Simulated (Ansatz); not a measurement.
Basis-set extrapolation for C$_{3}$H$_{4}$S (`CC#CS`) (PBE0-D4/def2-TZVP geometry, frozen core, Ansatz). Multiplicity 1, RHF reference.

```tsv
	def2-TZVPP	def2-QZVPP
HF	-513.454184	-513.470346
MP2 correlation	-0.650307	-0.696138
CCSD(T) correlation	-0.716839	not run
```

Energies in hartree. Use E(X) = E(∞) + A·exp(−7.88·√X) for Hartree–Fock and E(X) = E(∞) + B·X^(−2.97) for correlation, with X = 3 and 4, and add CCSD(T) minus MP2 of the smaller set to the MP2 limit.

What is the CCSD(T) energy at the basis-set limit?

HF limit: -513.470346 + (-0.016162) × 0.13774 = -513.47257. MP2 limit: -0.696138 + (-0.045831) × 0.74074 = -0.73009. Higher-order term: -0.716839 − (-0.650307) = -0.06653. Total: -514.26919 hartree, 2.67 eV below CCSD(T)/def2-TZVPP.
